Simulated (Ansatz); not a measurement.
**[BH3]− (SMILES [BH3-]) at UMP2/6-31G(d) (spherical functions)**

What is the vertical doublet–quartet gap of [BH3]− at UMP2/6-31G* (spherical functions)? 

The results are computed with Ansatz 0.2.0.

2 further runs of the same task are left out: 2 set aside as unsound or not needed.

## (1) The system as given

[BH3]−: 4 atoms, total charge -1, spin state doublet. SMILES: `[BH3-]`. The coordinates come from a GFN2-xTB relaxation.

Bond lengths: B1–H2 1.254 Å, B1–H3 1.254 Å, B1–H4 1.254 Å. Angles: H2–B1–H3 111.5°, H2–B1–H4 111.5°, H3–B1–H4 111.5°.

## (2) A single-point energy at UMP2/6-31G(d) (spherical functions)

File run.yaml:

```yaml
crystal:
  periodic: [false, false, false]
  atoms:
    - {symbol: B, position_ang: [0.150430, -0.037330, -0.233800]}
    - {symbol: H, position_ang: [0.917080, 0.452560, 0.628490]}
    - {symbol: H, position_ang: [-0.279230, -1.161080, 0.118390]}
    - {symbol: H, position_ang: [-0.788270, 0.745860, -0.513080]}
basis:
  gaussian: {orbitals: 6-31G_st_-spherical.json}
accuracy: high
total_charge: -1
correlation: {method: mp2, frozen_orbitals: {B: 1, H: 0}}
magnetization: {spin_polarized: true, initial_magnetization: 1}
```

The basis set 6-31G* is read from a file made from the Basis Set Exchange's data (not shown).

The run is started by

```bash
$ ansatz run run.yaml --threads 1 --pin off --max-ram 2610MiB --events-out events.jsonl --progress --plain --runs-dir runs
```

Standard output:

```text
Warning: RAYON_NUM_THREADS=1 ignored (pool sized by the plan → 1); use --threads N
Functional definition: HF
  name "HF"
  exchange = exact_x
  correlation = 0
417 factors; integrals over basis functions are off by at most 3.9e-9 eV
mean field evaluation 1: about -715.6342 eV, gradient 8.7e0 eV
mean field evaluation 2: about -715.6336 eV, gradient 8.7e0 eV
mean field evaluation 4: about -716.4453 eV, gradient 8.3e-1 eV
mean field evaluation 8: about -716.4592 eV, gradient 5.1e-4 eV
mean field -716.45915170 eV, -26.3293881916 hartree, gradient 2.4e-8 eV, S^2 0.757786; 0 other end points of the search recorded, 0 dependent functions left out
1 core orbitals not correlated: weight in the atoms' cores, before any rotation towards them, 1.000 or more for the frozen orbitals, at most 0.000 for the correlated occupied ones
reference -716.45915170 eV, -26.3293881916 hartree; 4, 3 occupied and 15, 16 virtual orbitals, 417 factors
second order -2.22688703 eV of doubles, -0.00000000 eV of singles
Total energy: -718.68603874 eV, -26.4112247807 hartree
```

It took 0.12 s on 1 thread of Arm Neoverse V1, shared host.

## (3) The quartet, same level

File input.yaml:

```yaml
crystal:
  periodic: [false, false, false]
  atoms:
    - {symbol: B, position_ang: [0.150430, -0.037330, -0.233800]}
    - {symbol: H, position_ang: [0.917080, 0.452560, 0.628490]}
    - {symbol: H, position_ang: [-0.279230, -1.161080, 0.118390]}
    - {symbol: H, position_ang: [-0.788270, 0.745860, -0.513080]}
basis:
  gaussian: {orbitals: 6-31G_st_-spherical.json}
total_charge: -1
magnetization: {spin_polarized: true, initial_magnetization: 3}
correlation: {method: mp2, frozen_orbitals: {B: 1, H: 0}}
accuracy: high
```

The basis set 6-31G* is read from a file made from the Basis Set Exchange's data (not shown).

The run is started by

```bash
$ ansatz run input.yaml --threads 1 --pin off --max-ram 2610MiB --events-out events.jsonl --progress --plain --runs-dir runs
```

Standard output (excerpt; [...] marks lines left out):

```text
Warning: RAYON_NUM_THREADS=1 ignored (pool sized by the plan → 1); use --threads N
[... 2 set-up lines as earlier in the session ...]
[...]
417 factors; integrals over basis functions are off by at most 3.9e-9 eV
[...]
mean field -707.12412252 eV, -25.9863321966 hartree, gradient 3.5e-8 eV, S^2 3.762158; 8 other end points of the search recorded, 0 dependent functions left out
1 core orbitals not correlated: weight in the atoms' cores, before any rotation towards them, 1.000 or more for the frozen orbitals, at most 0.000 for the correlated occupied ones
reference -707.12412252 eV, -25.9863321966 hartree; 5, 2 occupied and 14, 17 virtual orbitals, 417 factors
second order -1.92962654 eV of doubles, -0.00000000 eV of singles
Total energy: -709.05374906 eV, -26.0572446639 hartree
```

Run time: 0.22 s. Hardware: 1 thread of Arm Neoverse V1, shared host.

## (4) Results

At UMP2/6-31G* (spherical functions), 1 core orbital frozen:

```
                                           quantity         value
                              doublet: total energy  -26.41122 Eh
doublet: correlation energy (1 core orbital frozen)     -81.8 mEh
         doublet: ⟨S²⟩ of the reference determinant         0.758
                              quartet: total energy  -26.05724 Eh
quartet: correlation energy (1 core orbital frozen)     -70.9 mEh
         quartet: ⟨S²⟩ of the reference determinant         3.762
   vertical energy of the quartet above the doublet      9.632 eV
```

What this shows: At this shape the quartet lies 9.63 eV (929 kJ/mol) above the doublet. For an anion a state so high probably lies above electron detachment.
